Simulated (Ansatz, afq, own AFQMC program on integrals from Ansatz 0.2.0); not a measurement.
## CH₅Al, singlet: AFQMC among the cluster methods

```xyz
7

Al    0.0000    0.0001    0.5686
C     0.0000   -0.0057   -1.1208
H     0.0000    1.1986    1.2479
H     0.0000   -1.1714    1.2928
H     0.0000   -0.8751   -1.4928
H    -0.7577    0.4562   -1.4567
H     0.7577    0.4562   -1.4567
```

Basis 6-31G. Only valence electrons are correlated. AFQMC by an in-house program on the Cholesky factors that Ansatz 0.2.0 writes for its CCSD(T) run. The CISD trial takes its coefficients from CCSD amplitudes. Released means that phaseless walkers are propagated on without the constraint, phases kept. Free projection: walkers drawn from exp(T), propagated without any constraint. Its projection time is finite, and what remains of the start isn't in its error. ± is one standard error of the sampling.

Determinant: RHF, the one that the program's search chose, which needn't be the lowest solution. The geometry is a point of a scan.

No full CI on the walks' own integrals is used here. The released AFQMC energy serves as the reference, which it does only where one determinant dominates, the energy is flat over the last release times and near the phaseless one (40 meV or 2 meV an electron, half that with transition metals). On small molecules, where full CI could be run and the noise was under 10 meV, such values lay within 10 meV of it in 19 cases of 20, a flattering rate, since the rule was set on those same cases; what remains of the bias isn't in the error bar.

Cautions: the released value is read at 2.40 1/Eh (meV from the phaseless value at times in 1/Eh: 2 ± 4 at 0.24, 3 ± 3 at 0.51, 3 ± 3 at 0.99, 3 ± 5 at 1.62, 2 ± 5 at 2.40).

* T1 diagnostic: 0.0078
* weight of the determinant in the CISD state: 0.933
* size of the correlated space: 12 electrons in 26 orbitals

```tsv
level	correlation energy (eV)
MP2	-3.2999
CCSD	-3.9410
CCSD(T)	-3.9997
```

Estimate where free-projection AFQMC lies against CCSD(T) on the same integrals.

1.7 ± 0.5 kJ/mol below CCSD(T).

Reference: AFQMC with the constraint released, correlation energy -4.017 ± 0.005 eV.

| level | E − E(reference) (kJ/mol) | share of correlation (%) |
| --- | --- | --- |
| CCSD(T) | 1.7 ± 0.5 | 99.56 |
| ph-AFQMC/HF | 0.7 ± 3.1 | 99.82 |
| ph-AFQMC/CISD | -0.2 ± 0.6 | 100.05 |
| free AFQMC | 0.0 ± 0.7 | 100.00 |

Free projections are given only where their last times agree within the noise and don't stop above the reference; a slow remainder of the start can still hide under it. A walk keeps the symmetry of its determinant, which the program's search chose and which needn't be the lowest solution, so a lower state of the same spin and another symmetry isn't excluded. Released energies are given only where the last usable release times agree within the noise; a slower fall can still hide under it.
